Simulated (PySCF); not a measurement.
Gas-phase reaction: C₄H₁₀ (n-butane) ⇌ 2 CH₄ + C₂H₂ (acetylene)

Method: PySCF energies plus ideal-gas RRHO corrections (1 bar). Table values come from the NASA 1993 polynomials. † marks an energy on the PBE0/def2-TZVP geometry and frequencies; other levels use their own. All species are closed-shell singlets.

Levels: a) HF/def2-TZVP†; b) PBE0/def2-SVP†; c) BLYP/def2-TZVP†; d) PBE0/def2-TZVP; e) M06-2X/def2-TZVP†.

Problem. Order the levels by the distance of their ΔH°(298 K) from the table for this reaction, closest first.

Solution. e (+11 kJ), a (-27 kJ), d (+36 kJ), c (-51 kJ), b (+66 kJ)

The table gives 205 kJ. The order holds for this reaction alone, and for the 1993 entries, some of which have been revised since.
